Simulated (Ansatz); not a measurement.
Strength of the O–H bond: NaOH → NaO + H

Species: NaOH `[OH][Na]`, singlet; NaO, doublet; H atom, doublet. 

Shapes, held fixed at every level: PBE0-D4/def2-TZVP. Programs: Ansatz 0.2.0. The zero-point and thermal change to 298 K, harmonic and unscaled (PBE0-D4/def2-TZVP), is -23.4 kJ/mol.

```tsv
level	kind	ΔH(298 K) (kJ/mol)	less CCSD(T)/def2-TZVPP
HF/def2-SVP	Hartree–Fock	+332.6	-151.4
HF/def2-TZVPP	Hartree–Fock	+334.0	-150.0
PBE-D4/def2-TZVPP	GGA	+475.3	-8.7
B3LYP-D4/def2-TZVPP	global hybrid	+473.3	-10.7
MP2/def2-TZVPP	perturbation theory	+504.6	+20.6
CCSD(T)/def2-SVP	coupled cluster or CI	+462.1	-21.9
CCSD/def2-TZVPP	coupled cluster or CI	+477.6	-6.4
CCSD(T)/def2-TZVPP	coupled cluster or CI	+484.0	0.0
```

The highest level, CCSD(T)/def2-TZVPP, gives ΔH(298 K) = +484.0 kJ/mol; the levels span +332.6 to +504.6. The column of differences is taken from that level and isn't an error. Hartree–Fock misses the correlation of the pair that is broken and comes out low. No measured value is set beside it here. Open shells run unrestricted unless RO is named. Correlated rows may include outer-core shells of Na, which these sets cover unevenly.
